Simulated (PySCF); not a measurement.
# Magnesium: a sound run and one with changed settings

Sound run: Mg [Ne] 3s2, Mg⁺ [Ne] 3s1. Calculation: PySCF 2.14, in def2-TZVP; the non-relativistic Hamiltonian (point nucleus). In the sound run the correlated levels freeze [Ne]. The sound run starts from symmetry-adapted Hartree-Fock orbitals and uses a fine grid where one is needed.

Changed run: initial guess sap, at most 50 SCF cycles.

| species | method | sound run (hartree) | changed run (hartree) | converged |
| --- | --- | --- | --- | --- |
| Mg | UHF | -199.60663 | -199.60663 | yes |
| Mg | M06-2X | -200.04949 | -200.04949 | yes |
| Mg | CCSD(T) | -199.63935 | -199.63935 | yes |
| Mg⁺ | PBE | -199.66248 | -199.66248 | yes |

Here the plain start reaches the same solutions.
